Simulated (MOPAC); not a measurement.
MOPAC input (PM3):

```
PM3 PRECISE GNORM=0.05 LET XYZ CHARGE=-1 GEO-OK AUX(PRECISION=9) THREADS=1
C4H7

C     0.20259228 1    0.09912095 1    1.44002477 1
C    -0.00343710 1    0.12720683 1    0.06465403 1
H     0.33610835 1    1.01027003 1    2.01483663 1
H     0.26267791 1   -0.84089184 1    1.97627442 1
C    -0.11172426 1    1.22219079 1   -0.78632518 1
H    -0.00790611 1    2.23945213 1   -0.42186803 1
H    -0.27739402 1    1.08881405 1   -1.84913382 1
C    -0.08717194 1   -1.23676983 1   -0.61157471 1
H    -0.49909775 1   -1.98965260 1    0.06786304 1
H    -0.72089881 1   -1.19714553 1   -1.50318625 1
H     0.90495651 1   -1.58133872 1   -0.92545946 1
```

What heat of formation does the run end on?

16.05 kcal/mol.
